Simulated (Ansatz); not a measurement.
**singlet SiH2OF+: levels of theory compared**

Aim: a comparison of 6 runs (HF/STO-3G, B3LYP/6-31G*, PBE0/def2-TZVP, revPBE/def2-TZVP, MP2/def2-TZVP) of singlet SiH2OF+. 

The results are computed with Ansatz 0.2.0.

62 further runs of the same task are left out: 62 set aside as unsound or not needed.

## 1. The structure to begin with

SiH2OF+: 5 atoms, total charge +1, spin state singlet. SMILES of the parent species: `O[SiH]F`. The coordinates come from a PBE0-D4/def2-TZVP relaxation. This is one conformer, not always the lowest. That shape belongs to the parent species and isn't relaxed for this state.

Bond lengths: O1–Si2 1.636 Å, Si2–F3 1.603 Å, O1–H4 0.959 Å, Si2–H5 1.490 Å. Angles: O1–Si2–F3 110.5°, O1–Si2–H5 105.3°, F3–Si2–H5 107.6°, Si2–O1–H4 119.2°.

## 2. A single-point energy at HF/STO-3G (run 1)

File job.yaml:

```yaml
crystal:
  periodic: [false, false, false]
  atoms:
    - {symbol: O, position_ang: [-0.615200, -0.884600, -0.276300]}
    - {symbol: Si, position_ang: [0.283900, 0.245700, 0.493100]}
    - {symbol: F, position_ang: [0.207000, 1.646500, -0.283100]}
    - {symbol: H, position_ang: [-1.564500, -0.765100, -0.338000]}
    - {symbol: H, position_ang: [1.688800, -0.242600, 0.404400]}
basis:
  gaussian:
    orbitals: STO-3G
accuracy: high
hamiltonian:
  xc: hf
total_charge: 1
output: {orbitals: {seedname: orbitals}}
```

The run is started by

```console
$ ansatz run job.yaml --threads 1 --pin off --max-ram 3480MiB --events-out events.jsonl --progress --plain --runs-dir runs
```

Output:

```text
Warning: RAYON_NUM_THREADS=1 ignored (pool sized by the plan → 1); use --threads N
Functional definition: HF
  name "HF"
  exchange = exact_x
  correlation = 0
386 factors; integrals over basis functions are off by at most 2.3e-8 eV
mean field evaluation 1: about -12467.7947 eV, gradient 3.7e1 eV
mean field evaluation 2: about -12467.8363 eV, gradient 3.7e1 eV
mean field evaluation 4: about -12473.9091 eV, gradient 2.4e0 eV
mean field evaluation 8: about -12473.9591 eV, gradient 2.9e-2 eV
mean field -12473.95515423 eV, -458.4093967674 hartree, gradient 1.3e-8 eV, S^2 0.000000; 0 other end points of the search recorded, 0 dependent functions left out
reference -12473.95515423 eV, -458.4093967674 hartree; 16, 16 occupied and 5, 5 virtual orbitals, 386 factors
Total energy: -12473.95515423 eV, -458.4093967674 hartree
```

Wall time 0.2 s (1 thread of Intel Xeon Platinum 8259CL at 2.50GHz (Skylake/Cascade Lake), shared host).

## 3. The energy at B3LYP/6-31G(d) (spherical functions) (run 2)

job.yaml, as its differences from that of step 2:

```diff
@@ -10,7 +10,10 @@
   gaussian:
-    orbitals: STO-3G
+    orbitals: 6-31G_st_-spherical.json
+total_charge: 1
+hamiltonian:
+  xc: {name: B3LYP}
+output:
+  orbitals: {seedname: orbitals}
 accuracy: high
-hamiltonian:
-  xc: hf
-total_charge: 1
-output: {orbitals: {seedname: orbitals}}
+magnetization:
+  spin_polarized: false
```

The basis set 6-31G* is read from a file made from the Basis Set Exchange's data (not shown).

The run is started by

```console
$ ansatz run job.yaml --threads 1 --pin off --max-ram 3480MiB --events-out events.jsonl --progress --plain --runs-dir runs
```

Output:

```text
Warning: RAYON_NUM_THREADS=1 ignored (pool sized by the plan → 1); use --threads N
Functional definition: B3LYP
  name "B3LYP"
  parameter a0 = 0.2
  parameter ax = 0.72
  parameter ac = 0.81
  exchange = (1 - a0 - ax)*slater_x + ax*b88_x + a0*exact_x
  correlation = (1 - ac)*vwn_rpa_c + ac*lyp_c
1033 factors; integrals over basis functions are off by at most 3.3e-9 eV
mean field evaluation 1: about -12649.0252 eV, gradient 9.9e1 eV
mean field evaluation 2: about -12569.2549 eV, gradient 2.0e2 eV
mean field evaluation 4: about -12664.8670 eV, gradient 2.8e1 eV
mean field evaluation 8: about -12666.1679 eV, gradient 1.8e-1 eV
mean field evaluation 16: about -12666.1679 eV, gradient 7.2e-6 eV
mean field -12666.16793608 eV, -465.4730862141 hartree, gradient 3.4e-8 eV, S^2 0.000000; 0 other end points of the search recorded, 0 dependent functions left out
reference -12666.16796748 eV, -465.4730873677 hartree; 16, 16 occupied and 34, 34 virtual orbitals, 1033 factors
Total energy: -12666.16796748 eV, -465.4730873677 hartree
```

Run time: 2.7 s. Hardware: 1 thread of Intel Xeon Platinum 8259CL at 2.50GHz (Skylake/Cascade Lake), shared host; peak memory 0.15 GiB.

Runs 3 to 5 aren't shown in full; the table further down has their settings and results.

## 4. A single-point energy at MP2/def2-TZVP (run 6)

File run.yaml:

```yaml
crystal:
  periodic: [false, false, false]
  atoms:
    - {symbol: O, position_ang: [-0.615200, -0.884600, -0.276300]}
    - {symbol: Si, position_ang: [0.283900, 0.245700, 0.493100]}
    - {symbol: F, position_ang: [0.207000, 1.646500, -0.283100]}
    - {symbol: H, position_ang: [-1.564500, -0.765100, -0.338000]}
    - {symbol: H, position_ang: [1.688800, -0.242600, 0.404400]}
basis:
  gaussian: {orbitals: def2-TZVP}
total_charge: 1
magnetization: {spin_polarized: false, initial_magnetization: 0}
correlation: {method: mp2, frozen_orbitals: {F: 1, H: 0, O: 1, Si: 5}}
accuracy: high
```

The run is started by

```console
$ ansatz run run.yaml --threads 1 --pin off --max-ram 3480MiB --events-out events.jsonl --progress --plain --runs-dir runs
```

Output:

```text
Warning: RAYON_NUM_THREADS=1 ignored (pool sized by the plan → 1); use --threads N
[... 4 set-up lines as earlier in the session ...]
1873 factors; integrals over basis functions are off by at most 3.9e-9 eV
mean field evaluation 1: about -12623.8175 eV, gradient 7.4e1 eV
mean field evaluation 2: about -12623.8272 eV, gradient 7.4e1 eV
mean field evaluation 4: about -12632.5099 eV, gradient 3.2e0 eV
mean field evaluation 8: about -12632.5527 eV, gradient 1.4e-1 eV
mean field evaluation 16: about -12632.5529 eV, gradient 3.4e-8 eV
mean field -12632.55285481 eV, -464.2377547624 hartree, gradient 3.4e-8 eV, S^2 0.000000; 0 other end points of the search recorded, 0 dependent functions left out
7 core orbitals not correlated: weight in the atoms' cores, before any rotation towards them, 1.000 or more for the frozen orbitals, at most 0.000 for the correlated occupied ones
reference -12632.55285481 eV, -464.2377547624 hartree; 9, 9 occupied and 95, 95 virtual orbitals, 1873 factors
second order -16.04751966 eV of doubles, -0.00000000 eV of singles
Total energy: -12648.60037447 eV, -464.8274902326 hartree
```

Run time: 5.1 s. Hardware: 1 thread of Intel Xeon Platinum 8259CL at 2.50GHz (Skylake/Cascade Lake), shared host; peak memory 0.27 GiB.

## 5. All runs side by side

```csv
run,level,Cartesian functions,frozen core orbitals,energy (Eh),HOMO energy (eV),LUMO energy (eV),HOMO–LUMO gap (eV),wall time
1,HF/STO-3G,no,–,-458.409397,-18.47,-5.02,13.44,0.2 s
2,B3LYP/6-31G* (spherical functions),no,–,-465.473087,-16.74,-11.45,5.29,2.7 s
3,B3LYP/6-31G* (Cartesian functions),yes,–,-465.477517,-16.74,-11.45,5.29,3 s
4,PBE0/def2-TZVP,no,–,-465.282537,-17.20,-11.26,5.94,6.6 s
5,revPBE/def2-TZVP,no,–,-465.469173,-15.39,-12.00,3.39,6 s
6,MP2/def2-TZVP,no,7,-464.827490,–,–,–,5.1 s
```

## 6. Summary of results

```
                                          quantity          value
                               run 6: total energy  -464.82749 Eh
run 6: correlation energy (7 core orbitals frozen)     -589.7 mEh
```

**Reading.** Over runs 1, 2, 3, 4, 5 the HOMO–LUMO gap runs from 3.39 eV (revPBE/def2-TZVP) to 13.44 eV (HF/STO-3G). The two ends differ in method and basis. Totals of different functionals can't be ranked against each other. In run 1 the basis is minimal, so the values are rough. All runs together took 24 s, the longest 6.6 s.
